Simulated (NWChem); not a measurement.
System: SiH$_{4}$; SMILES [SiH4]

Excerpt of the output:

```
             Northwest Computational Chemistry Package (NWChem) 7.3.0
             --------------------------------------------------------

 D2D symmetry detected

                             Geometry "geometry" -> ""
                             -------------------------

 Output coordinates in angstroms (scale by  1.889725989 to convert to a.u.)

  No.       Tag          Charge          X              Y              Z
 ---- ---------------- ---------- -------------- -------------- --------------
    1 Si                  14.0000     0.00000000     0.00000000     0.00000000
    2 H                    1.0000    -0.84319254     0.84319254     0.84364965
    3 H                    1.0000     0.84319254    -0.84319254     0.84364965
    4 H                    1.0000     0.84319254     0.84319254    -0.84364965
    5 H                    1.0000    -0.84319254    -0.84319254    -0.84364965

 Effective nuclear repulsion energy (a.u.)      21.6183305965

      Symmetry information
      --------------------

 Group name             D2d
 Group number             32
 Group order               8
 No. of unique centers     2

                                Z-matrix (autoz)
                                --------

 Units are Angstrom for bonds and degrees for angles

      Type          Name      I     J     K     L     M      Value
      ----------- --------  ----- ----- ----- ----- ----- ----------
    1 Stretch                  1     2                       1.46072
    2 Stretch                  1     3                       1.46072
    3 Stretch                  1     4                       1.46072
    4 Stretch                  1     5                       1.46072
    5 Bend                     2     1     3               109.44194
    6 Bend                     2     1     4               109.48586
    7 Bend                     2     1     5               109.48586
    8 Bend                     3     1     4               109.48586
    9 Bend                     3     1     5               109.48586
   10 Bend                     4     1     5               109.44194

                           NWChem Geometry Optimization
                           ----------------------------

 maximum gradient threshold         (gmax) =   0.000450
 rms gradient threshold             (grms) =   0.000300
 maximum cartesian step threshold   (xmax) =   0.001800
 rms cartesian step threshold       (xrms) =   0.001200
 fixed trust radius                (trust) =   0.300000
 source of zmatrix                         =   autoz

          -------------------
          Energy Minimization
          -------------------

 Using diagonal initial Hessian
 Scaling for Hessian diagonals: bonds = 1.00  angles = 0.25  torsions = 0.10

          --------
          Step   0

                                 NWChem DFT Module
                                 -----------------

 Summary of "ao basis" -> "ao basis" (spherical)
 ------------------------------------------------------------------------------
       Tag                 Description            Shells   Functions and Types
 ---------------- ------------------------------  ------  ---------------------
 Si                         def2-svp                 8       18   4s3p1d
 H                          def2-svp                 3        5   2s1p

      Symmetry analysis of basis
      --------------------------

        a1          9
        a2          1
        b1          2
        b2          8
        e          18

            General Information
            -------------------
          SCF calculation type: DFT
          Wavefunction type:  closed shell.
          No. of atoms     :     5
          No. of electrons :    18
           Alpha electrons :     9
            Beta electrons :     9
          Charge           :     0
          Spin multiplicity:     1
          Use of symmetry is: on ; symmetry adaption is: on
          Maximum number of iterations: 150
          AO basis - number of functions:    38
                     number of shells:    20
          Convergence on energy requested:  1.00D-06
          Convergence on density requested:  1.00D-05
          Convergence on gradient requested:  5.00D-04

              XC Information
              --------------
                         PBE0 Method XC Functional
                     Hartree-Fock (Exact) Exchange  0.250
          PerdewBurkeErnzerhof Exchange Functional  0.750
            Perdew 1991 LDA Correlation Functional  1.000 local
           PerdewBurkeErnz. Correlation Functional  1.000 non-local

             Grid Information
             ----------------
          Grid used for XC integration:  medium
          Radial quadrature: Mura-Knowles
          Angular quadrature: Lebedev.
          Tag              B.-S. Rad. Rad. Pts. Rad. Cut. Ang. Pts.
          ---              ---------- --------- --------- ---------
          Si                  1.10       88           7.0       590
          H                   0.35       45           8.0       434
          Grid pruning is: on
          Number of quadrature shells:   133
          Spatial weights used:  Erf1

      Superposition of Atomic Density Guess
      -------------------------------------

 Sum of atomic energies:        -290.73566036

      Non-variational initial energy
      ------------------------------

 Total energy =    -290.983620
 1-e energy   =    -444.986109
 2-e energy   =     132.384158
 HOMO         =      -0.437118
 LUMO         =       0.115727

      Symmetry analysis of molecular orbitals - initial
      -------------------------------------------------

  Numbering of irreducible representations:

     1 a1          2 a2          3 b1          4 b2          5 e

  Orbital symmetries:

     1 a1          2 a1          3 b2          4 e           5 e
     6 a1          7 b2          8 e           9 e          10 e
    11 e          12 b2         13 a1         14 a1         15 b2
    16 e          17 e          18 a1         19 b1

   convergence    iter        energy       DeltaE   RMS-Dens  Diis-err
 ---------------- ----- ----------------- --------- --------- ---------
 d= 0,ls=0.0,diis     1   -291.6417072965 -3.13D+02  6.87D-03  5.93D-02
 d= 0,ls=0.0,diis     2   -291.6504490125 -8.74D-03  2.69D-03  3.81D-03
 d= 0,ls=0.0,diis     3   -291.6511776769 -7.29D-04  7.18D-04  6.79D-04
 d= 0,ls=0.0,diis     4   -291.6512915374 -1.14D-04  3.63D-05  4.61D-07
 d= 0,ls=0.0,diis     5   -291.6512916445 -1.07D-07  4.77D-06  5.00D-09

         Total DFT energy =     -291.651291644536
      One electron energy =     -446.223199971213
           Coulomb energy =      155.205797026910
    Exchange-Corr. energy =      -22.252219296688
 Nuclear repulsion energy =       21.618330596455

 Numeric. integr. density =       18.000012938702

                  Occupations of the irreducible representations
                  ----------------------------------------------

                     irrep           alpha         beta
                     --------     --------     --------
                     a1                3.0          3.0
                     a2                0.0          0.0
                     b1                0.0          0.0
                     b2                2.0          2.0
                     e                 4.0          4.0

                       DFT Final Molecular Orbital Analysis
                       ------------------------------------

 Vector    7  Occ=2.000000D+00  E=-3.641886D-01  Symmetry=b2
              MO Center= -1.7D-17,  1.2D-16,  8.3D-15, r^2= 2.4D+00
   Bfn.  Coefficient  Atom+Function         Bfn.  Coefficient  Atom+Function
  ----- ------------  ---------------      ----- ------------  ---------------
    10      0.305086  1 Si pz                19      0.230661  2 H  s
    24      0.230661  3 H  s                 29     -0.230661  4 H  s
    34     -0.230661  5 H  s                 13      0.214145  1 Si pz
     7     -0.175025  1 Si pz                20      0.122780  2 H  s
    25      0.122780  3 H  s                 30     -0.122780  4 H  s

[...]

      ----------------------
      Optimization converged
      ----------------------

  Step       Energy      Delta E   Gmax     Grms     Xrms     Xmax
  ---- ---------------- -------- -------- -------- -------- --------
@    3    -291.65275704 -1.8D-08  0.00000  0.00000  0.00011  0.00013
                                     ok       ok       ok       ok

                                Z-matrix (autoz)
                                --------

 Units are Angstrom for bonds and degrees for angles

      Type          Name      I     J     K     L     M      Value     Gradient
      ----------- --------  ----- ----- ----- ----- ----- ---------- ----------
    1 Stretch                  1     2                       1.49266    0.00000
    2 Stretch                  1     3                       1.49266    0.00000
    3 Stretch                  1     4                       1.49266    0.00000
    4 Stretch                  1     5                       1.49266    0.00000
    5 Bend                     2     1     3               109.46950   -0.00000
    6 Bend                     2     1     4               109.47208    0.00000
    7 Bend                     2     1     5               109.47208    0.00000
    8 Bend                     3     1     4               109.47208    0.00000
    9 Bend                     3     1     5               109.47208    0.00000
   10 Bend                     4     1     5               109.46950   -0.00000

                         Geometry "geometry" -> "geometry"
                         ---------------------------------

 Output coordinates in angstroms (scale by  1.889725989 to convert to a.u.)

  No.       Tag          Charge          X              Y              Z
 ---- ---------------- ---------- -------------- -------------- --------------
    1 Si                  14.0000     0.00000000     0.00000000     0.00000000
    2 H                    1.0000    -0.86177890     0.86177890     0.86180640
    3 H                    1.0000     0.86177890    -0.86177890     0.86180640
    4 H                    1.0000     0.86177890     0.86177890    -0.86180640
    5 H                    1.0000    -0.86177890    -0.86177890    -0.86180640

 Effective nuclear repulsion energy (a.u.)      21.1556766127

      Symmetry information
      --------------------

 Group name             D2d
 Group number             32
 Group order               8
 No. of unique centers     2

                Final and change from initial internal coordinates
                --------------------------------------------------

                                Z-matrix (autoz)
                                --------

 Units are Angstrom for bonds and degrees for angles

      Type          Name      I     J     K     L     M      Value       Change
      ----------- --------  ----- ----- ----- ----- ----- ---------- ----------
    1 Stretch                  1     2                       1.49266    0.03194
    2 Stretch                  1     3                       1.49266    0.03194
    3 Stretch                  1     4                       1.49266    0.03194
    4 Stretch                  1     5                       1.49266    0.03194
    5 Bend                     2     1     3               109.46950    0.02756
    6 Bend                     2     1     4               109.47208   -0.01378
    7 Bend                     2     1     5               109.47208   -0.01378
    8 Bend                     3     1     4               109.47208   -0.01378
    9 Bend                     3     1     5               109.47208   -0.01378
   10 Bend                     4     1     5               109.46950    0.02756

 ==============================================================================
                                internuclear distances
 ------------------------------------------------------------------------------
       center one      |      center two      | atomic units |  angstroms
 ------------------------------------------------------------------------------
    2 H                |   1 Si               |     2.82072  |     1.49266
    3 H                |   1 Si               |     2.82072  |     1.49266
    4 H                |   1 Si               |     2.82072  |     1.49266
    5 H                |   1 Si               |     2.82072  |     1.49266
 ------------------------------------------------------------------------------
                         number of included internuclear distances:          4
 ==============================================================================

[second-derivative integrals and response iterations left out]

  Vibrational analysis via the FX method

  See chapter 2 in "Molecular Vibrations" by Wilson, Decius and Cross

  Vib: Default input used

[...]

 Rotational Constants
 --------------------
 A=   2.815356 cm-1  (  4.050578 K)
 B=   2.815266 cm-1  (  4.050449 K)
 C=   2.815266 cm-1  (  4.050449 K)

 Temperature                      =   298.15K
 frequency scaling parameter      =   1.0000

 Zero-Point correction to Energy  =   19.495 kcal/mol  (  0.031067 au)
 Thermal correction to Energy     =   21.424 kcal/mol  (  0.034142 au)
 Thermal correction to Enthalpy   =   22.017 kcal/mol  (  0.035086 au)

 Total Entropy                    =   51.105 cal/mol-K
   - Translational                =   36.306 cal/mol-K (mol. weight =  32.0082)
   - Rotational                   =   14.171 cal/mol-K (symmetry #  =        4)
   - Vibrational                  =    0.628 cal/mol-K

 Cv (constant volume heat capacity) =    8.290 cal/mol-K
   - Translational                  =    2.979 cal/mol-K
   - Rotational                     =    2.979 cal/mol-K
   - Vibrational                    =    2.331 cal/mol-K

[normal modes left out]

 ----------------------------------------------------------------------------
 Normal Eigenvalue ||           Projected Infra Red Intensities
  Mode   [cm**-1]  || [atomic units] [(debye/angs)**2] [(KM/mol)] [arbitrary]
 ------ ---------- || -------------- ----------------- ---------- -----------
    1       -0.000 ||    0.000000           0.000         0.000       0.000
    2       -0.000 ||    0.000000           0.000         0.000       0.000
    3        0.000 ||    0.000000           0.000         0.000       0.000
    4        0.000 ||    0.000000           0.000         0.000       0.000
    5        0.000 ||    0.000000           0.000         0.000       0.000
    6        0.000 ||    0.000000           0.000         0.000       0.000
    7      903.003 ||    0.130681           3.015       127.395      27.098
    8      903.003 ||    0.130681           3.015       127.395      27.098
    9      903.011 ||    0.130675           3.015       127.388      27.097
   10      968.516 ||    0.000000           0.000         0.000       0.000
   11      968.535 ||    0.000000           0.000         0.000       0.000
   12     2241.162 ||    0.000000           0.000         0.000       0.000
   13     2251.975 ||    0.110447           2.548       107.670      22.903
   14     2251.975 ||    0.110447           2.548       107.669      22.903
   15     2251.981 ||    0.110443           2.548       107.665      22.902
 ----------------------------------------------------------------------------
```

Level: PBE0/def2-SVP. The printed entropy takes a lower symmetry number than the molecule has.

### Question
Reconstruct the input file.

### Answer
This is not unique; one that fits is the input that was run:
```
start job
memory heap 200 mb stack 900 mb global 1100 mb
geometry units angstroms
  Si     0.000010    -0.000001     0.000001
  H     -0.171548     1.206985    -0.804644
  H     -0.746436     0.137378     1.248060
  H      1.417469    -0.189180     0.297803
  H     -0.499371    -1.155351    -0.741274
end
basis spherical
  * library def2-svp
end
dft
  xc pbe0
  iterations 150
end
driver
  maxiter 120
end
task dft optimize
task dft freq
```
